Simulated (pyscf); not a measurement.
PySCF, gas phase, ωB97X-D3(BJ)/def2-SVP geometries.

Q: H₂N–SiH(Cl)–Cl (SMILES N[SiH](Cl)Cl) + H• (SMILES [H]) → Cl–SiH•–Cl (SMILES Cl[SiH]Cl) + NH₃ (SMILES N)
Surface: doublet. Broken: N–Si. Formed: H–N. Give ΔE‡ and ΔE from ωB97M-D3(BJ)/def2-TZVP, relative to the separated reactants.

A: ΔE‡ = 81.2 kJ/mol, ΔE = +0.3 kJ/mol. Zero-point energy shifts the barrier by +10.5 kJ/mol. It is a substitution at N, with an imaginary mode of 1775i cm⁻¹. On the product side the descent ends in a bound adduct, 39.5 kJ/mol under the separated species and 128.2 kJ/mol under the saddle at ωB97X-D3(BJ)/def2-TZVP. At ωB97X-D3(BJ) the barrier from the zero used here is 91.3 kJ/mol. The same reactants have a lower exit, to H₂N–Si•(Cl)–Cl + H₂ (barrier +21.5 kJ/mol at ωB97M-D3(BJ), against +81.2 kJ/mol here). One saddle was located; it need not be the lowest between these sides. The angle at the attacked N is 132°.
